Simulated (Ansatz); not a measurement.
# NOF (SMILES O=NF) at revPBE/STO-3G

Aim: the vertical ionisation energy of NOF at revPBE/STO-3G, from 2 runs. 

Program for the calculation: Ansatz 0.2.0.

63 further runs of the same task are left out: 16 that didn't finish, 47 set aside as unsound or not needed.

**1. The system as given**

NOF has 3 atoms, charge 0, and is taken as a singlet. SMILES: `O=NF`. The coordinates come from a PBE0-D4/def2-TZVP relaxation.

Bond lengths: O1–N2 1.127 Å, N2–F3 1.483 Å. Angles: O1–N2–F3 110.4°.

**2. The energy at revPBE/STO-3G**

The input, job.yaml:

```yaml
basis:
  gaussian:
    orbitals: STO-3G
crystal:
  periodic: [false, false, false]
  atoms:
    - {symbol: O, position_ang: [0.868350, 0.242970, 0.504740]}
    - {symbol: N, position_ang: [0.148930, -0.482540, 0.029910]}
    - {symbol: F, position_ang: [-1.017290, 0.239580, -0.534650]}
hamiltonian:
  xc: {name: revPBE}
accuracy: high
```

Run with:

```bash
$ ansatz run job.yaml --threads 1 --pin off --max-ram 3480MiB --events-out events.jsonl --progress --plain --runs-dir runs
```

Output:

```text
Warning: RAYON_NUM_THREADS=1 ignored (pool sized by the plan → 1); use --threads N
Functional definition: revPBE
  name "revPBE"
  parameter kappa = 1.245
  parameter beta = 0.06672455060314922
  exchange = pbe_x(kappa = kappa, mu = beta*pi^2/3)
  correlation = pbe_c(beta = beta)
251 factors; integrals over basis functions are off by at most 3.5e-8 eV
mean field evaluation 1: about -6161.5651 eV, gradient 1.5e1 eV
mean field evaluation 2: about -6139.7901 eV, gradient 9.5e1 eV
mean field evaluation 4: about -6162.2423 eV, gradient 6.7e0 eV
mean field evaluation 8: about -6162.3304 eV, gradient 8.9e-2 eV
mean field evaluation 16: about -6162.3304 eV, gradient 2.6e-7 eV
mean field -6162.33038789 eV, -226.4614647776 hartree, gradient 6.1e-9 eV, S^2 0.000000; 0 other end points of the search recorded, 0 dependent functions left out
reference -6162.33038876 eV, -226.4614648095 hartree; 12, 12 occupied and 3, 3 virtual orbitals, 251 factors
Total energy: -6162.33038876 eV, -226.4614648095 hartree
```

It took 0.51 s on 1 thread of Intel Xeon Platinum 8488C (Sapphire Rapids), shared host.

**3. The doublet cation, same level**

The input, run.yaml:

```yaml
crystal:
  periodic: [false, false, false]
  atoms:
    - {symbol: O, position_ang: [0.868350, 0.242970, 0.504740]}
    - {symbol: "N", position_ang: [0.148930, -0.482540, 0.029910]}
    - {symbol: F, position_ang: [-1.017290, 0.239580, -0.534650]}
basis:
  gaussian: {orbitals: STO-3G}
total_charge: 1
magnetization: {spin_polarized: true, initial_magnetization: 1}
hamiltonian: {xc: {name: revPBE}}
accuracy: high
```

Run with:

```bash
$ ansatz run run.yaml --threads 1 --pin off --max-ram 3480MiB --events-out events.jsonl --progress --plain --runs-dir runs
```

Output:

```text
Warning: RAYON_NUM_THREADS=1 ignored (pool sized by the plan → 1); use --threads N
Functional definition: revPBE
  name "revPBE"
  parameter kappa = 1.245
  parameter beta = 0.06672455060314922
  exchange = pbe_x(kappa = kappa, mu = beta*pi^2/3)
  correlation = pbe_c(beta = beta)
251 factors; integrals over basis functions are off by at most 3.5e-8 eV
mean field evaluation 1: about -6150.6801 eV, gradient 1.5e1 eV
mean field evaluation 2: about -6042.1604 eV, gradient 1.1e2 eV
mean field evaluation 4: about -6151.3504 eV, gradient 1.6e1 eV
mean field evaluation 8: about -6152.7319 eV, gradient 1.9e-2 eV
mean field evaluation 16: about -6152.6796 eV, gradient 4.2e-5 eV
mean field evaluation 32: about -6152.6773 eV, gradient 3.4e-1 eV
mean field evaluation 64: about -6152.6796 eV, gradient 7.5e-9 eV
mean field -6152.67958838 eV, -226.1068044371 hartree, gradient 7.5e-9 eV, S^2 0.754763; 4 other end points of the search recorded, 0 dependent functions left out
reference -6152.67958926 eV, -226.1068044693 hartree; 12, 11 occupied and 3, 4 virtual orbitals, 251 factors
Total energy: -6152.67958926 eV, -226.1068044693 hartree
```

It took 1.7 s on 1 thread of Intel Xeon Platinum 8488C (Sapphire Rapids), shared host; peak memory 0.11 GiB.

**4. What came out**

At revPBE/STO-3G:

| quantity | value |
| --- | --- |
| singlet NOF: total energy | -226.46146 Eh |
| doublet cation: total energy | -226.10680 Eh |
| doublet cation: ⟨S²⟩ | 0.755 |
| vertical ionisation energy (to the doublet cation) | 9.651 eV |

What this shows: Removing an electron at fixed nuclei costs 9.65 eV (223 kcal/mol). In a minimal basis such a difference can be off by several eV, whatever the method.
